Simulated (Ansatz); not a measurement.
# NaC (quartet): from Hartree-Fock to the top rungs at distance C1–Na2 = 6.075 Å, cc-pVTZ

One table from this session's results is given with a row withheld; the runs are named, their logs left out.

The runs use Ansatz 0.2.0, Gaussian basis; cc-pVTZ, core rule «outside noble gas», up to 6 orbitals frozen.

Plan: UHF; CCSD(T) on ROHF; CCSD(T) on UHF; BCCD(T) on ROHF; CCSDT(Q) on ROHF; CCSDT(Q) on UHF; Full CI.

55 further runs of the same task are left out: 42 for a known fault of the program, 10 that didn't finish, 3 set aside as unsound or not needed. Runs told in other sessions of the task aren't counted.

### The system

The geometry derives from a PBE0/def2-TZVP stationary point (not a proven minimum). One bond is set to the value named and the two fragments are kept rigid.

2 atoms, charge 0, spin multiplicity 4.

Atoms are counted from 1 here; the program's logs count them from 0.

No contacts short enough for the rule that draws bonds.

Set-up of the first run:

in.yaml

```yaml
crystal:
  periodic: [false, false, false]
  atoms:
    - {symbol: C, position_ang: [0.000000, 0.000000, 0.000000]}
    - {symbol: Na, position_ang: [0.000000, 0.000000, 6.075000]}
basis:
  gaussian: {orbitals: cc-pVTZ}
magnetization: {spin_polarized: true, initial_magnetization: 3}
hamiltonian: {xc: hf}
output: {orbitals: {seedname: orbitals}}
```

Started as:

```console
ansatz run in.yaml --threads 1 --pin off --events-out ev --progress --plain --max-ram 2393MiB
```

Among the steps run: UHF; CCSD(T) on ROHF; CCSD(T) on UHF; BCCD(T) on ROHF; CCSDT(Q) on ROHF; CCSDT(Q) on UHF; Full CI.

One of the session's tables, all rows but one given; the rest of the session is left out.

```
   method  from FCI (meV)
     ROHF               ?
      UHF         +2441.5
     RMP2          +622.2
     UMP2          +617.6
    RCCSD           +71.6
    UCCSD           +66.0
 RCCSD(T)           +13.1
 UCCSD(T)           +10.2
  BCCD(T)           +13.2
   RCCSDT            +0.4
   UCCSDT            -2.6
RCCSDT(Q)            -0.6
UCCSDT(Q)            -3.5
      FCI               0
```

Estimate the missing values for ROHF.

**Answer.** from FCI (meV): +2575.2. In the column «from FCI (meV)» it is the highest.

Limits of these values: UCCSDT, UCCSDT(Q) fall below full CI: unrestricted runs freeze a spin-polarised core, another one than full CI's, and coupled cluster isn't variational. Levels on UHF freeze UHF's core orbitals, full CI those of ROHF, so the U rows can settle a little off it for that reason alone. Restricted and unrestricted rows rest on different reference determinants; a gap between their highest levels can come from leftover correlation error, from unlike frozen cores or from another state.
